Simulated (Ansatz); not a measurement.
```yaml
crystal:
  periodic: [false, false, false]
  atoms:
    - {symbol: F, position_ang: [-1.026511, 0.220358, -0.003369]}
    - {symbol: S, position_ang: [0.577715, -0.165797, 0.002069]}
    - {symbol: H, position_ang: [0.969955, 1.120953, -0.002317]}
basis:
  gaussian: {orbitals: def2-TZVP}
hamiltonian: {xc: pbe0}
relax: {f_tol: 0.004, max_steps: 80}
```

```sh
$ ansatz run in.yaml --threads 1 --pin off --events-out ev --progress --plain --max-ram 2176MiB
```

Steps of the relaxation (energy above the last step; positions in Å, forces in eV/Å):

```
3
step 1, 19.9 meV
F    -1.027    0.220   -0.003    0.773   -0.329    0.003
S     0.578   -0.166    0.002   -0.939    0.368   -0.004
H     0.970    1.121   -0.002    0.166   -0.039    0.001
```

```
3
step 2, 7.4 meV
F    -1.031    0.209   -0.003    0.590   -0.159    0.002
S     0.566   -0.156    0.002   -0.623    0.153   -0.002
H     0.986    1.123   -0.002    0.033    0.006    0.000
```

```
3
step 3, 1.0 meV
F    -1.016    0.207   -0.003   -0.232    0.021   -0.001
S     0.552   -0.154    0.002    0.196   -0.007    0.000
H     0.984    1.122   -0.002    0.035   -0.014    0.000
```

```
3
step 4, 0.0 meV
F    -1.022    0.205   -0.003    0.003   -0.002    0.000
S     0.554   -0.152    0.002   -0.005    0.001    0.000
H     0.988    1.123   -0.002    0.002    0.001    0.000
```

```
3
step 5, 0.0 meV
F    -1.022    0.205   -0.003    0.000    0.000    0.000
S     0.554   -0.152    0.002    0.000    0.002    0.000
H     0.989    1.123   -0.002   -0.001   -0.002    0.000
```

Close pairs at the end: S2–H3 1.347 Å, F1–S2 1.616 Å.

A stationary point of restricted PBE0 after 5 steps (its stability towards spin polarisation wasn't tested); no frequencies were run, so it isn't proven a minimum. 8 s on 1 thread of Intel Xeon Platinum 8375C, shared host.
